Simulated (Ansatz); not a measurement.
Program: Ansatz. Geometries: PBE0-D4/def2-TZVP. ΔE: electronic, gas phase. CCSD(T)/CBS is the MP2 limit (def2-TZVPP, def2-QZVPP) plus CCSD(T) − MP2 in def2-TZVPP, frozen cores. This one scheme is used for every species. Functionals use def2-TZVPP. Triplets are unrestricted, without spin–orbit coupling. Each species was taken in one conformer, which may not be the lowest.

`FC[C@@H]1O[C@H]1F` → `F[C@@H]1O[C@H]1F` + `[CH2]` (triplet)  (formal loss of a carbene)

`FC[C@@H]1O[C@H]1F`:

Cartesian coordinates in Å:
```
F 0.236 -2.151 0.371
C 0.842 -0.951 0.069
C -0.180 -0.007 -0.486
O 0.247 1.364 -0.572
C -0.769 1.054 0.309
F -1.985 1.529 -0.024
H 1.293 -0.542 0.978
H 1.630 -1.138 -0.667
H -0.744 -0.356 -1.347
H -0.571 1.199 1.369
```

`F[C@@H]1O[C@H]1F`:

Z-matrix (Å, degrees):
```
C
O 1 1.395
C 1 1.447 2 58.8
F 1 1.344 2 115.3 3 -111.2
H 1 1.086 2 116.8 3 114.1
F 3 1.344 1 120.1 2 103.1
H 3 1.086 1 123.1 2 -103.5
```

`[CH2]` (triplet):

Z-matrix (Å, degrees):
```
C
H 1 1.079
H 1 1.079 2 134.9
```

CCSD(T)/CBS gives +100.6 kcal/mol.

Another level gave +100.4 kcal/mol. Which?
A. r2SCAN/def2-TZVPP
B. MP2/def2-TZVPP
C. CCSD/def2-TZVPP
D. B2PLYP/def2-TZVPP

B. MP2/def2-TZVPP 100.4, B2PLYP 98.0, r2SCAN 93.5, CCSD/def2-TZVPP 95.3 kcal/mol.

Largest T1 diagnostic among the species: 0.013.

The D4 term adds +2.0 kcal/mol with B3LYP and +1.1 kcal/mol with PBE0; it sums over pairs of atoms, weighted by their polarisabilities, and B3LYP, whose exchange is more repulsive, gets the larger term. From PBE to PBE0 (25 % exact exchange), in def2-TZVPP and without D4, ΔE moves by −1.4 kcal/mol.

B3LYP here is the variant with VWN-RPA as its local correlation; programs differ in this.
